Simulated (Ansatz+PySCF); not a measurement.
**singlet H5O2(+): levels of theory in one basis**

```xyz
7

H     0.0000    0.0000   -0.0268
O     1.2870    0.0457    0.0354
O    -1.2870   -0.0457    0.0354
H     1.7338    0.8666    0.5090
H    -1.7338   -0.8666    0.5090
H     1.8738   -0.2542   -0.7785
H    -1.8738    0.2542   -0.7785
```

Basis set: def2-SVP (spherical functions). Correlated methods keep 2 orbitals frozen. Charge 1, multiplicity 1.

Computed with Ansatz (development build ahead of 0.2.0); each method stands on the lowest determinant of its kind that the runs found.

| method | E − E(RHF) (eV) | <S²> of the determinant |
| --- | --- | --- |
| RHF | 0.00 | 0.00 |
| RHF-CCSD | -12.04 | – |
| RHF-CCSD(T) | -12.26 | – |

(1) What does RHF-MP2 give on the same scale?

(2) Is a single determinant a sound starting point here?

Answers

(1) -11.58 eV.

(2) By this sign, yes. Unrestricted orbitals gain 0.00 eV and <S²> is 0.00 against 0.00 for a pure state.
